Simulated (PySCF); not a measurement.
# A small calculation by hand: entropy of an ideal gas

H6Si2, SMILES [SiH3][SiH3] (connectivity only; charge and spin as stated), charge +1, multiplicity 2.

Coordinates come from a PBE-D3(BJ)/def2-TZVP optimisation. The multiplicity is an assumed one; other spin states were not compared.

PySCF with PBE-D3(BJ)/def2-TZVP gives the harmonic wavenumbers 112, 201, 222, 222, 280, 280, 678, 736, 878, 878, 888, 888, 2174, 2175, 2233, 2233, 2241, 2241 cm⁻¹ and the rotational temperatures 1.8486, 0.1955, 0.1955 K. The molar mass is 62.22 g/mol, the symmetry number 6, the spin multiplicity 2.

### Question
Work out the entropy at 298.15 K and 1 atm in the rigid-rotor, harmonic-oscillator model.

### Answer

Translation (Sackur–Tetrode at 1 atm): S = R[1.5 ln M + 2.5 ln T − 1.16487] = 160.3 J/(mol K).
Rotation: q = (√π/σ) T^1.5/√(θA θB θC) = 5720, S = R[ln q + 3/2] = 84.4 J/(mol K).
Vibration: with u = 1.4388 ν/T, each mode gives R[u/(e^u − 1) − ln(1 − e^−u)]:
| ν (cm⁻¹) | modes | u | S (J/(mol K)) |
|---|---|---|---|
| 112 | 1 | 0.54 | 13.53 |
| 201 | 1 | 0.97 | 8.89 |
| 222 | 2 | 1.07 | 16.26 |
| 280 | 2 | 1.35 | 12.83 |
| 678 | 1 | 3.27 | 1.39 |
| 736 | 1 | 3.55 | 1.11 |
| 878 | 2 | 4.24 | 1.28 |
| 888 | 2 | 4.29 | 1.23 |
The stiffer modes add less than 0.005 each. Sum 56.5 J/(mol K).
Spin: R ln 2 = 5.8 J/(mol K).
Total 307.0 J/(mol K); the program's own thermochemistry gives 307.0. Translation makes up 52 % and vibration 18 %. Anharmonicity, hindered rotation and orbital degeneracy are left out.
